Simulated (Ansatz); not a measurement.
BFH4Si (`FB[SiH3]`), relaxed with RKS PBE-D4/def2-SVP in Ansatz 0.2.0 from a rough embedded geometry. The force threshold is 0.03 eV/Å; the program also tests the step.

The species carries charge 0 and has multiplicity 1.

Start:

```xyz
7

F    -0.034   -0.945   -2.029
B    -0.165    0.152   -1.112
Si    0.059   -0.092    0.800
H    -0.337    1.273   -1.524
H    -0.060    1.237    1.473
H     1.436   -0.626    1.068
H    -0.898   -0.997    1.324
```

**Question.** By how much does the energy fall, and how many steps does the optimiser take? (Best estimate.)

**Answer.** Ansatz gave: 9.06 kcal/mol, in 17 steps, 2 of them rejected.

**Question.** Which bonds change most? (Best estimate.)

**Answer.** Ansatz gave: F1–B2 from 1.436 to 1.332 Å; B2–Si3 from 1.941 to 2.042 Å; Si3–H7 from 1.417 to 1.505 Å; B2–H4 from 1.207 to 1.225 Å.

**Question.** Give the relaxed structure. (Estimate.)

**Answer.** The calculation gave: 
```xyz
7

F    -0.770   -0.732   -1.939
B    -0.127    0.158   -1.185
Si    0.077   -0.111    0.829
H     0.339    1.129   -1.767
H    -0.409    1.123    1.549
H     1.546   -0.257    1.150
H    -0.656   -1.311    1.364
```
